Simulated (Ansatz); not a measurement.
**CH4FSi+ (SMILES FC[SiH2+]): functionals against CCSD(T) at one geometry**

A test off equilibrium: a structure displaced at random from a GFN2-xTB minimum is computed at several levels, and each is set against CCSD(T).

Computed with Ansatz 0.2.0, Gaussian basis. Level: single points in def2-TZVPP.

Cores are frozen in the correlated methods.

## Step 1: Where the work starts

7 atoms, charge 1, spin multiplicity 1.

Atoms are counted from 1 here; the program's logs count them from 0.

Bond lengths: F1–C2 1.353 Å, C2–Si3 1.905 Å, C2–H4 0.954 Å, C2–H5 1.094 Å, Si3–H6 1.286 Å, Si3–H7 1.402 Å. Angles: F1–C2–Si3 99.6°, F1–C2–H4 112.8°, F1–C2–H5 109.1°, Si3–C2–H4 118.0°, Si3–C2–H5 104.4°, H4–C2–H5 111.9°, C2–Si3–H6 116.1°, C2–Si3–H7 121.3°, H6–Si3–H7 121.6°.

As a file:

```
F    -1.6662    0.2848    0.0901
C    -0.6206   -0.3375   -0.5022
Si    0.7960    0.3059    0.5971
H    -0.7420   -1.2812   -0.5707
H    -0.4376    0.1218   -1.4784
H     0.4452    0.8910    1.6873
H     2.1299   -0.0472    0.3479
```

## Step 2: CCSD(T)/def2-TZVPP

Contents of run/in.yaml:

```yaml
crystal:
  periodic: [false, false, false]
  atoms:
    - {symbol: F, position_ang: [-1.666200, 0.284800, 0.090100]}
    - {symbol: C, position_ang: [-0.620600, -0.337500, -0.502200]}
    - {symbol: Si, position_ang: [0.796000, 0.305900, 0.597100]}
    - {symbol: H, position_ang: [-0.742000, -1.281200, -0.570700]}
    - {symbol: H, position_ang: [-0.437600, 0.121800, -1.478400]}
    - {symbol: H, position_ang: [0.445200, 0.891000, 1.687300]}
    - {symbol: H, position_ang: [2.129900, -0.047200, 0.347900]}
basis:
  gaussian: {orbitals: def2-TZVPP}
total_charge: 1
correlation: {method: ccsd_t}
output: {forces: true}
```

No record of the launch command was kept for these runs.

## Step 3: PBE0-D4/def2-TZVPP

Edit run/in.yaml of step 2 so:

```diff
@@ -13,3 +13,3 @@
 total_charge: 1
-correlation: {method: ccsd_t}
-output: {forces: true}
+hamiltonian: {xc: pbe0, dispersion: d4}
+output: {forces: true, orbitals: {seedname: orbitals}}
```

## Step 4: wB97M-V/def2-TZVPP

Edit run/in.yaml of step 3 so:

```diff
@@ -13,3 +13,3 @@
 total_charge: 1
-hamiltonian: {xc: pbe0, dispersion: d4}
-output: {forces: true, orbitals: {seedname: orbitals}}
+hamiltonian: {xc: {name: wB97M-V}}
+output: {forces: true}
```

## Step 5: r2SCAN-D4/def2-TZVPP

Edit run/in.yaml of step 4 so:

```diff
@@ -13,3 +13,3 @@
 total_charge: 1
-hamiltonian: {xc: {name: wB97M-V}}
+hamiltonian: {xc: r2scan, dispersion: d4}
 output: {forces: true}
```

## Step 6: PBE-D4/def2-TZVPP

Edit run/in.yaml of step 5 so:

```diff
@@ -13,3 +13,3 @@
 total_charge: 1
-hamiltonian: {xc: r2scan, dispersion: d4}
+hamiltonian: {xc: pbe, dispersion: d4}
 output: {forces: true}
```

## Step 7: CAM-B3LYP-D4/def2-TZVPP

Edit run/in.yaml of step 6 so:

```diff
@@ -13,3 +13,3 @@
 total_charge: 1
-hamiltonian: {xc: pbe, dispersion: d4}
+hamiltonian: {xc: {name: CAM-B3LYP}, dispersion: d4}
 output: {forces: true}
```

## Step 8: BHLYP-D4/def2-TZVPP

Edit run/in.yaml of step 7 so:

```diff
@@ -13,3 +13,3 @@
 total_charge: 1
-hamiltonian: {xc: {name: CAM-B3LYP}, dispersion: d4}
+hamiltonian: {xc: {name: BHLYP}, dispersion: d4}
 output: {forces: true}
```

(Steps that only read results are left out.)

What does the calculation give? Wanted: energy less free atoms, CCSD(T)/def2-TZVPP; RMS force component; RMS force error; HOMO and LUMO, PBE0-D4; T1 diagnostic.

As calculated:

| quantity | value |
| --- | --- |
| energy less free atoms, CCSD(T)/def2-TZVPP | -13.576 eV |
| RMS force component | 2.816 to 2.961 eV/Å over the methods |
| RMS force error | PBE0-D4 0.165, wB97M-V 0.060, r2SCAN-D4 0.101, PBE-D4 0.180, CAM-B3LYP-D4 0.087, BHLYP-D4 0.196 eV/Å |
| HOMO and LUMO, PBE0-D4 | -14.93 and -9.74 eV |
| T1 diagnostic | 0.011 |

What this shows: Against CCSD(T) the functionals' energies less atoms differ by -0.779 to -0.106 eV, PBE-D4 by -0.779 eV. A larger basis would deepen the CCSD(T) value, while the functionals are nearly converged already, so the order here is not reliable. On forces the order runs from wB97M-V to BHLYP-D4. Frozen-core CCSD(T) forces in triple zeta carry basis errors of their own, and this is one geometry, so small gaps rank nothing.
